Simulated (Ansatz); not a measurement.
The same path of C₂H₆N₂O (11 atoms, charge 0, multiplicity 1) was run twice with different band settings.

Level of theory: RKS r2SCANh-D4/6-31G* (Ansatz 0.2.0).

Relaxed end points:

```xyz
11
Properties=species:S:1:pos:R:3
C -1.190 0.563 0.910
N -0.419 -0.539 0.379
C 0.583 -0.291 -0.510
N 0.743 0.851 -1.062
O 1.310 -1.437 -0.697
H -2.042 0.161 1.463
H -0.601 1.215 1.568
H -1.553 1.167 0.078
H -0.271 -1.342 0.971
H 1.491 0.834 -1.751
H 2.015 -1.240 -1.328
```

```xyz
11
Properties=species:S:1:pos:R:3
C -1.141 0.592 0.951
N -0.034 -0.309 0.721
C 0.629 -0.264 -0.469
N 0.451 0.676 -1.316
O 1.478 -1.336 -0.551
H -1.995 0.390 0.291
H -1.455 0.502 1.993
H -0.807 1.613 0.762
H -0.069 -1.220 1.152
H 1.084 0.593 -2.108
H 1.926 -1.293 -1.405
```

Common settings: movable images 5; climbing image yes; spring 5.0 eV/Å²; optimiser quadratic models (default); start path through a guess of the saddle point; iteration limit 60; end points relaxed.

| run | force threshold |
| --- | --- |
| 1 | 0.05 eV/Å |
| 2 | 0.5 eV/Å |

(1) What does each run give, and how far can it be trusted?

## Answers

(1) Run 1: converged after 16 iterations, highest image 0.027 eV above the first end. A vibrational analysis at the climbing image gives one clearly imaginary mode, 131i cm⁻¹: a first-order saddle point.
Run 2: converged after 7 iterations, highest image 0.063 eV above the first end. The threshold of 0.5 eV/Å is loose, so the images may lie well off the minimum-energy path. The order of the stationary point at the top wasn't checked.
